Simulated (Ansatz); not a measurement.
Structure relaxation of Si₂Sn

Theory: DFT r2SCAN, scalar-relativistic, plane waves, PAW in Ansatz 0.2.0.

The start puts Si₂Sn on the cubic Laves (C15) structure type (Fd-3m, No. 227), with Sn in place of Mg, Si in place of Cu, at a guessed volume.

Input of the last, converged step (default PAW datasets):

```yaml
crystal:
  lattice:
    - [0.0, 3.8255114723, 3.8255114723]
    - [3.8255114723, 0.0, 3.8255114723]
    - [3.8255114723, 3.8255114723, 0.0]
  atoms:
    - { symbol: Si, position: [0.625, 0.625, 0.625] }
    - { symbol: Si, position: [0.125, 0.625, 0.625] }
    - { symbol: Si, position: [0.625, 0.625, 0.125] }
    - { symbol: Si, position: [0.625, 0.125, 0.625] }
    - { symbol: Sn, position: [0.0, 0.0, 0.0] }
    - { symbol: Sn, position: [0.25, 0.25, 0.25] }
basis:
  ecutwfc: 500
kpoints:
  mp_grid: { grid: [8, 8, 8] }
hamiltonian:
  xc: r2scan
scf:
  occupations: { method: gaussian, width: 0.1 }
output:
  forces: true
  stress: true
  eigenvalues: true
relax:
  adjacent_minimum: "off"
  f_tol: 0.01
  max_steps: 80
  cell: { stress_tol: 0.05 }
```

Launched as:

```bash
ansatz run input.yaml --threads 1 --pin off --max-ram 2560MiB --backend cpu --events-out ev --progress --plain --runs-dir out
```

Time: 96 s on 1 thread of Arm Neoverse N1 (shared host), peak memory 0.69 GiB.

The program printed at the end:

```
SCF converged after 4 iterations
Free energy (F): -14629.590210 eV
Harris-Foulkes:  -14629.590210 eV  (|F-HF|=2.55e-11)
Internal energy: -14629.565816 eV  (E = F + TS)
E sigma→0 (E₀):  -14629.578013 eV
Entropy (-TS):   -0.024393 eV (-4.066 meV/atom)
Fermi energy:    10.926680 eV
--- Per-component energies (eV) ---
  E_band       = -95.881345
  E_kinetic    = 532.194120
  E_local      = -1990.446840  (includes V_loc(G=0)·N_el)
  E_nonlocal   = 31.550102
  E_hartree    = 1225.054557
  E_xc         = -957.644567
  E_vxc        = -413.067847  (∫ρ·V_xc dr)
  E_paw        = -10389.984175  (= ΣΔE_a)
  E_vpaw       = -728.638687  (= ΣTr[D̂ρ^β])
  E_aug_tail   = 0.000021  (compensation charges beyond the density's cutoff)
  E_vtau       = 22.418671  (kinetic-family band-sum trace: ∫τ·v_τ [+ j·A + Jᵃ·Aᵃ] dr)
  E_ewald      = -3081.453942
  E_core_change = 1.164908  (= ΣΔE_core)
  E_smearing   = -0.024393  (= −TS)
  E_closure    =  0.000000  (closes the sum)
  Σ components = -14629.590210   (vs F -14629.590210, Δ=0.00e0)
--- Forces (eV/Å), atoms counted from 1 ---
  atom   1  Si     0.00000000     0.00000000     0.00000000
  atom   2  Si     0.00000000     0.00000000     0.00000000
  atom   3  Si     0.00000000     0.00000000     0.00000000
  atom   4  Si     0.00000000     0.00000000     0.00000000
  atom   5  Sn     0.00000000     0.00000000     0.00000000
  atom   6  Sn     0.00000000     0.00000000     0.00000000
  max |Σ_I F_I| component: 1.16e-17 eV/Å
--- Stress (GPa, compression-positive) ---
       -0.001014       0.000000       0.000000
        0.000000      -0.001014       0.000000
        0.000000       0.000000      -0.001014
  P = ⅓ Tr σ = -0.0010 GPa (-0.010 kbar)
--- Relaxed structure (3 steps of the walk, 3 accepted, 1 SCFs on fresh bases) ---
  F+E_penalty+E_count = -14629.59020979 eV   max|allowed force component| = 3.469e-17 eV/Å   (the final SCF, on the basis selected at the relaxed cell)
  cell:  # Å, volume = 110.8943 Å³
    - [0.0, 3.813230, 3.813230]
    - [3.813230, 0.000000, 3.813230]
    - [3.813230, 3.813230, 0.000000]
  atoms:
    - { symbol: Si, position: [0.625000, 0.625000, 0.625000] }
    - { symbol: Si, position: [0.125, 0.625000, 0.625000] }
    - { symbol: Si, position: [0.625000, 0.625000, 0.125] }
    - { symbol: Si, position: [0.625000, 0.125, 0.625000] }
    - { symbol: Sn, position: [0.000000, 0.000000, 0.000000] }
    - { symbol: Sn, position: [0.250000, 0.250000, 0.250000] }
```

Absolute energies hang on the potentials; compare differences alone.

The result has space group Fd-3m (No. 227). Si has 6 Si at 2.70 Å and 6 Sn at 3.16 Å; around Sn lie 12 Si at 3.16 Å and 4 Sn at 3.30 Å.

Against the elements it lies at 0.66 eV/atom. Energies over the elements count from the elements' standard structures at the same level, with no empirical corrections.

For metals, differences of a few meV/atom aren't resolved.

Symmetry constrained the relaxation, so the result can be a saddle point.